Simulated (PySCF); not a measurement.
**A diatomic session: SiO**

An exercise on one series of results from a longer session: the logs are not shown, and one member is left open.

Computed with PySCF 2.14.0. Level: Si 6-311G(d,p), O 6-311G(d,p), no relativity.

The first run:

A driver script around PySCF takes these settings:

```json
{
  "atoms": "Si, O",
  "charge": "0",
  "basis": "Si 6-311G(d,p), O 6-311G(d,p)",
  "Hamiltonian": "no relativity",
  "basis functions": "44",
  "electrons treated": "22",
  "masses in u": "27.9769, 15.9949",
  "levels": "PBE0, PBE, r²SCAN, LDA, BHandHLYP, BP86, ωB97X, HF, MP2, SCS-MP2, CCSD, CCSD(T)",
  "grid": "80 radial by 434 angular points",
  "occupations": "held fixed by the projection of orbital angular momentum",
  "dissociation limit": "Si + O, each in its ground configuration",
  "starting distance in angstrom": "1.715",
  "values of 2S to try": "0, 2, 4"
}
```

Started as:

```sh
$ OMP_NUM_THREADS=1 python dia.py task.json out
```

Among the steps run: Set-up; PBE0 along the bond; Other states along the same grid; PBE (GGA); r²SCAN; LDA (local density); BHandHLYP (global hybrid GGA); BP86 (GGA); ωB97X (range-separated hybrid); RHF (mean field); MP2 and coupled cluster.

One of the session's tables, all rows but one given; the rest of the session is left out.

Energy (eV) from each level's lowest point:

```
R (Å)    RHF  RHF-MP2  RHF-SCS-MP2  RHF-CCSD  RHF-CCSD(T)
1.305  1.668    2.234        2.196       n/a          n/a
1.365  0.639    1.049        1.020     0.912        0.996
1.426  0.129    0.370        0.351     0.282        0.336
1.472  0.000    0.106        0.096     0.059        0.088
1.517  0.036    0.000        0.000     0.000        0.000
1.562      ?        ?            ?         ?            ?
1.623  0.569    0.178        0.204     0.303        0.222
1.699  1.193    0.532        0.580     0.761        0.610
1.790  2.085    1.092        1.167     1.455        1.203
1.911  3.370    1.958        2.067       n/a          n/a
```

**Question.** Estimate the row for R (Å) = 1.562.

Worked estimate for «RHF». A straight line through the neighbours (1.517, 0.036) and (1.623, 0.569) gives 0.036 + (0.569 − 0.036) × (1.562 − 1.517) / (1.623 − 1.517) = 0.262; a parabola fitted to 4 rows on both sides gives 0.211.

The run gave: RHF: 0.201; RHF-MP2: 0.016; RHF-SCS-MP2: 0.027; RHF-CCSD: 0.067; RHF-CCSD(T): 0.035. In «RHF» the line misses by +0.061 and the parabola by +0.010.

State 2 has its PBE0 minimum 3.83 eV higher. State 3 has its PBE0 minimum 6.93 eV higher. The other levels ran on the lowest alone.
